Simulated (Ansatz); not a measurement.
C₂H₃Si, SMILES `[C]#C[SiH3]` radical from Hartree–Fock to CCSD(T)

```xyz
6

C    -0.679    2.360    0.237
C    -0.345    1.201    0.120
Si    0.157   -0.547   -0.055
H     1.119   -0.878    1.023
H     0.794   -0.732   -1.381
H    -1.047   -1.404    0.055
```

The species carries charge 0 and has multiplicity 2. Geometry: relaxed with PBE0-D4/def2-TZVP. Frozen core, unrestricted reference, Ansatz 0.2.0. CBS rows extrapolate triple and quadruple zeta; past MP2 they add the triple-zeta difference.

```tsv
basis	HF (Eh)	MP2 corr.
def2-SVP	-366.11691	-0.28855
def2-TZVPP	-366.30754	-0.35853
def2-QZVPP	-366.31960	-0.38420
```

Q: Estimate the CCSD correlation energy and the (T) correction in each basis where they were run (hartree).

A: 
```
     basis  CCSD corr.       (T)
  def2-SVP    -0.34490  -0.01350
def2-TZVPP    -0.41234  -0.01995
 CBS(def2)    -0.45703     as TZ
```

The UHF reference is spin-contaminated (⟨S²⟩ = 1.16, T1 = 0.053).
